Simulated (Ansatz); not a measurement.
Species: CH$_{3}$O (charge 0, doublet). SMILES: C[O]
Structure (B3LYP-D3(BJ)/def2-TZVP (Ansatz, an electronic-structure program) minimum search):
```xyz
5

C      0.0422    -0.5697     0.0421
O     -0.0449     0.7878    -0.0350
H      1.0743    -0.9437    -0.0130
H     -0.4948    -0.9923     0.9030
H     -0.4741    -0.9483    -0.8625
```
Charge 0, spin multiplicity 2.

Wanted: atomisation energy, in kcal/mol. Set-up: no dispersion term unless named; non-relativistic; atomisation electronic, to ground-state atoms; spin-orbit terms left out; 6-311+G** with 5d; valence correlation only; open shells spin-unrestricted. CBS(X,Y): correlation extrapolated as X^-3; Hartree-Fock from the larger set. [CCSD(T)-MP2]/basis is that difference in the basis named. First-principles rows: single points at B3LYP-D3(BJ) geometries (Ansatz).

| species | coefficient | E at B3LYP/6-311+G** (Ansatz), Eh | E at wB97X-V/def2-TZVPD (Ansatz), Eh |
|---|---|---|---|
| C[O] (CH3O) | -1 | -115.09220 | -115.05883 |
| C atom | +1 | -37.85727 | -37.84665 |
| H atom | +3 | -0.50216 | -0.50049 |
| O atom | +1 | -75.08988 | -75.06921 |

Coupled cluster (Ansatz) is a level with limits of its own, used here on species with T1 under 0.025 (0.045 for open shells) and stable references: RI-MP2/CBS(aug-cc-pVTZ,aug-cc-pVQZ)+[CCSD(T)-MP2]/aug-cc-pVTZ. Value to compare with, RI-MP2/CBS(aug-cc-pVTZ,aug-cc-pVQZ)+[CCSD(T)-MP2]/aug-cc-pVTZ (Ansatz): 400.0 kcal/mol. 1 Eh = 627.5095 kcal/mol.

Task: Work the quantity out at each level, and compare with RI-MP2/CBS(aug-cc-pVTZ,aug-cc-pVQZ)+[CCSD(T)-MP2]/aug-cc-pVTZ (Ansatz).

Result: 
- B3LYP/6-311+G**: the sum of coefficient times E is 0.63857 Eh, or 400.71 kcal/mol. Result: 400.7 kcal/mol. Its difference against RI-MP2/CBS(aug-cc-pVTZ,aug-cc-pVQZ)+[CCSD(T)-MP2]/aug-cc-pVTZ (Ansatz) is 0.7 kcal/mol.
- wB97X-V/def2-TZVPD: the sum of coefficient times E is 0.64150 Eh, or 402.55 kcal/mol. Result: 402.5 kcal/mol. Its difference against RI-MP2/CBS(aug-cc-pVTZ,aug-cc-pVQZ)+[CCSD(T)-MP2]/aug-cc-pVTZ (Ansatz) is 2.5 kcal/mol.
